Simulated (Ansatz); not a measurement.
# A basis-limit estimate, worked out

An elementary step of C2H5O, doublet (C₂H₅O ([CH3][CH2][O]) → C₂H₅O ([CH3][CH][OH]); bonds formed: H1–O4; bonds broken: H1–C2). “Start” is the structure reached by relaxing down from the saddle towards the reactants; PBE0-D4/def2-TZVP structures. The saddle:

| atom | x (Å) | y (Å) | z (Å) |
| --- | --- | --- | --- |
| H1 | -0.9315 | -1.3447 | 0.2162 |
| C2 | 0.0627 | -0.5713 | 0.3370 |
| C3 | 0.1892 | 0.6848 | -0.4489 |
| O4 | -0.9757 | -0.6981 | 1.2321 |
| H5 | 0.9754 | -1.1225 | 0.5828 |
| H6 | 0.5818 | 1.4847 | 0.1922 |
| H7 | -0.7815 | 1.0104 | -0.8263 |
| H8 | 0.8796 | 0.5566 | -1.2850 |

Ansatz 0.2.0; basis: def2-TZVPP and def2-QZVPP; cores frozen in the correlated methods; orbitals are unrestricted.

Energies in eV:

| quantity | saddle | start |
| --- | --- | --- |
| Hartree–Fock, triple zeta (X = 3) | -4175.50720 | -4177.60953 |
| Hartree–Fock, quadruple zeta (X = 4) | -4175.71194 | -4177.80762 |
| MP2 correlation, X = 3 | -15.59566 | -14.68141 |
| MP2 correlation, X = 4 | -16.70120 | -15.76085 |
| CCSD(T) correlation, X = 3 | -17.06827 | -16.29419 |

Work out the barrier at the basis limit: extrapolate Hartree–Fock as E(X) = E∞ + A exp(−7.88 √X) and the MP2 correlation as E(X) = E∞ + B X^−2.97 (the exponents that Neese and Valeev fitted for def2-TZVPP and QZVPP), then add CCSD(T) − MP2 in triple zeta.

Each step is linear, so take the differences first (saddle − start): Hartree–Fock 2.10233 (X = 3) and 2.09568 (X = 4); MP2 correlation -0.91425 and -0.94035; CCSD(T) correlation -0.77408.
Two points give E∞ = E(4) + w [E(4) − E(3)], with w = 1/(exp(7.88 (2 − √3)) − 1) = 0.1377 for Hartree–Fock and w = 1/((4/3)^2.97 − 1) = 0.7407 for the correlation.
Hartree–Fock: 2.09568 + 0.1377 × (-0.00665) = 2.0948 eV.
MP2 correlation: -0.94035 + 0.7407 × (-0.02610) = -0.9597 eV.
CCSD(T) − MP2: -0.77408 − (-0.91425) = 0.1402 eV.
Sum: 2.0948 + (-0.9597) + 0.1402 = 1.2753 eV, or 29.41 kcal/mol. Plain CCSD(T) in triple zeta gives 1.3282 eV, so the larger basis shifts the result by -0.0529 eV.

No T1 diagnostic of these runs exceeds 0.018. ⟨S²⟩ of the unrestricted Hartree–Fock references: 0.76 to 0.80 (a pure state has 0.75).

Labels in which every atom is bracketed show which atoms are joined, not bond orders.

For scale, one of the runs: CCSD(T)/def2-TZVPP, 163 basis functions (an equivalent command: `ansatz run in.yaml --threads 2`). The run took 54 s on 2 CPU threads (shared host), with 3.5 GiB of host memory at its peak.
